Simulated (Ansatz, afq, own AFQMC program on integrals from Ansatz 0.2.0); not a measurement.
Two steps: Ansatz 0.2.0 writes the Fock matrix and Cholesky factors of the valence space, and afq projects on them the lowest state that overlaps trial and start.

```yaml
crystal:
  periodic: [false, false, false]
  atoms:
    - {symbol: In, position_ang: [0.000000, 0.000000, 0.000000]}
basis:
  gaussian: {orbitals: def2-TZVPP}
magnetization: {spin_polarized: true, initial_magnetization: 1}
correlation: {method: ccsd_t, electrons: outside_noble_gas, hamiltonian_folder: ham}
```

```sh
$ ansatz run in.yaml --threads 1 --pin off --events-out ev --progress --plain --max-ram 24576MiB --backend cuda --devices 0, --max-vram 18GiB
```

afq runs on the folder ham with

```
--method phaseless --trial hf --walkers 4000 --populations 20 --least-time 40 --time-step 0.005 --steps-per-block 20 --equilibration-blocks 112 --max-blocks 4000 --target-error 0.00033 --factor-cut 1e-05 --start spin_pure --seed 7947 --taylor-order 6
```

Times are imaginary, in 1/Eh. The walk had a cap of 49 s. With eight or more populations the least sampling time is a fifth of least-time, and the error comes from their spread. Filled inner d shells are frozen with the cores. Core potentials past Kr, no spin–orbit coupling.

Log:

```
orbitals 41  electrons 2 1  factors 311 of 323
reference energy -189.21003317 Eh
CCSD correlation -0.04141272 Eh in 9 cycles, weight of the determinant in the CISD state 0.9460
energy of the start -189.210099 Eh
 block  time / (1/Eh)  mean weight  energy / Eh
     1     0.100  1.0001  -189.214198
     2     0.200  1.0002  -189.217670
     3     0.300  1.0002  -189.220792
     4     0.400  1.0002  -189.223463
     5     0.500  1.0001  -189.225803
     7     0.700  1.0002  -189.229890
     9     0.900  1.0001  -189.233118
    11     1.100  1.0001  -189.235140
    21     2.100  0.9999  -189.242414
    31     3.100  0.9999  -189.247099
    41     4.100  1.0000  -189.250498
    51     5.100  1.0001  -189.251178
    61     6.100  1.0000  -189.251722
    71     7.100  0.9999  -189.250826
    81     8.100  1.0000  -189.251370
    91     9.100  0.9999  -189.253236
   101    10.100  0.9999  -189.252761
   111    11.100  1.0000  -189.250868
   121    12.100  1.0001  -189.250441
   131    13.100  0.9999  -189.251360
   141    14.100  1.0000  -189.250169
   151    15.100  0.9999  -189.250428
   161    16.100  0.9999  -189.250664
   171    17.100  1.0000  -189.250261
   181    18.100  1.0001  -189.250596
   191    19.100  0.9997  -189.250345
   201    20.100  1.0000  -189.249885
   211    21.100  0.9999  -189.251146
error from the spread of 20 populations
energy -189.250700 +/- 0.000318 Eh
(rows thinned)
```

The run passed its tests (sampling time, drift between the halves within three errors, error under three times the target), which doesn't prove that it has relaxed.

Against this walk (error 8.7 meV) on the same determinant: CCSD(T) 40.2 meV lower, full CI 47.2 meV lower, a separate phaseless walk with a CISD trial and standard settings 44.1 ± 8.7 meV lower. The error is statistical and leaves out the bias of the constraint. Full CI is exact here, so the walk's 47 meV above it is the walk's own error: the bias of the constraint with this trial. It lies above even CCSD, by 20 meV.

Cautions: constraint bias not in the error; no spin-orbit coupling; inner d shell frozen.

The walk took 32 s on 1 × NVIDIA H100 80GB HBM3 with 2 threads of AMD EPYC 7R13 Processor (Zen 3), on a shared host (the card was shared). The log's last line is the phaseless energy.

A walk keeps the symmetry of its determinant, which the program's search chose and which needn't be the lowest solution, so a lower state of the same spin and another symmetry isn't excluded.
